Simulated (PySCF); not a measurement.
# LiO: from constants to spectrum

PBE0 constants of LiO, ²Π (doublet), unpaired electrons π ↑ (Li def2-TZVP, O def2-TZVP; no relativity (PySCF 2.14); masses 7.0160 and 15.9949 u):

* ωe: 829.3 cm⁻¹
* ωexe: 7.49 cm⁻¹
* Be: 1.2231 cm⁻¹
* αe: 0.0181 cm⁻¹
* D (centrifugal): 1.06e-05 cm⁻¹
* De to Li + O: 3.40 eV

Give the vibrational terms G(v) and spacings up to v = 6.

G(v) = ωe(v+½) − ωexe(v+½)².

```
v  G(v) (cm⁻¹)  G(v) − G(v−1)  Bv (cm⁻¹)
0          413                     1.214
1         1227            814      1.196
2         2026            799      1.178
3         2811            784      1.160
4         3580            769      1.142
5         4335            754      1.124
6         5074            739      1.105
```

How well does the Morse estimate ωe²/(4ωexe) reproduce De, and what is D0?

It gives 2.85 eV, 84 % of the computed De. D0 = De − G(0) = 3.40 − 0.05 = 3.35 eV.

The state was picked by a PBE0 search and need not be the measured ground state.
